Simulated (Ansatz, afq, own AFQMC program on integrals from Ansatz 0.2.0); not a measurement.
AFQMC on a folder of integrals that Ansatz 0.2.0 wrote.

```yaml
crystal:
  periodic: [false, false, false]
  atoms:
    - {symbol: Ge, position_ang: [0.000000, -0.263972, 1.773011]}
    - {symbol: Ge, position_ang: [0.000000, -0.370318, -3.607938]}
    - {symbol: H, position_ang: [0.000000, 0.942143, 2.743578]}
    - {symbol: H, position_ang: [0.000000, -1.532398, 2.660387]}
    - {symbol: H, position_ang: [0.000000, 1.224544, -3.569037]}
basis:
  gaussian: {orbitals: cc-pVDZ}
magnetization: {spin_polarized: true, initial_magnetization: 1}
correlation: {method: ccsd_t, electrons: outside_noble_gas, hamiltonian_folder: ham}
```

```sh
$ ansatz run in.yaml --threads 1 --pin off --events-out ev --progress --plain --max-ram 1382MiB
```

afq runs on the folder ham with

```
--method phaseless --trial hf --walkers 120 --populations 1 --least-time 40 --time-step 0.005 --steps-per-block 20 --equilibration-blocks 160 --max-blocks 600 --target-error 0.002400 --factor-cut 1e-05 --start spin_pure --seed 1462 --taylor-order 6
```

Times are imaginary, in 1/Eh. The walk had a cap of 1706 s. Filled inner d shells are frozen with the cores.

Output of the walk:

```
orbitals 41  electrons 6 5  factors 301 of 786
reference energy -4152.30259916 Eh
CCSD correlation -0.19137309 Eh in 13 cycles, weight of the determinant in the CISD state 0.8593
energy of the start -4152.302715 Eh
 block  time / (1/Eh)  mean weight  energy / Eh
     1     0.100  1.0009  -4152.331571
     2     0.200  1.0016  -4152.355985
     3     0.300  1.0013  -4152.374954
     4     0.400  1.0020  -4152.388365
     5     0.500  1.0005  -4152.397662
     9     0.900  1.0001  -4152.435653
    43     4.300  1.0006  -4152.496000
    99     9.900  0.9996  -4152.490741
   155    15.500  0.9999  -4152.511424
   211    21.100  1.0000  -4152.502591
   267    26.700  1.0001  -4152.488922
   323    32.300  0.9998  -4152.492287
   365    36.500  0.9991  -4152.475577
   379    37.900  1.0001  -4152.486567
   435    43.500  0.9989  -4152.514902
   491    49.100  1.0022  -4152.536196
   547    54.700  0.9992  -4152.499973
blocks merged  error / Eh  count
     1  0.000697  400
     2  0.000935  200
     4  0.001258  100
     8  0.001656  50
    16  0.002099  25
    32  0.002489  12
energy -4152.498114 +/- 0.002099 Eh
(rows thinned)
```

The run failed at least one of its tests; the cautions name the faults. The second half of the sampling lies below the first by 2.5 errors of their difference, so the energy may still be moving and its error bar be too small.

Against this walk (error 57.1 meV) on the same determinant: CCSD(T) 20.8 meV higher (within the noise), a separate phaseless walk with a CISD trial and standard settings 8.1 ± 57.7 meV higher (within the noise). The error is statistical and leaves out the bias of the constraint. None of these is a sure reference here.

Cautions: constraint bias not in the error; error not settled; no relativity below Rb; no spin-orbit coupling; inner d shell frozen; an unrestricted solution with more broken spin lies lower (101 meV, ⟨S²⟩ 1.18).

The walk took 2.9 min on 1 thread of Intel(R) Xeon(R) 6975P-C (Granite Rapids), with other jobs on the host. The log's last line is the phaseless energy.

A walk keeps the symmetry of its determinant, which the program's search chose and which needn't be the lowest solution, so a lower state of the same spin and another symmetry isn't excluded.
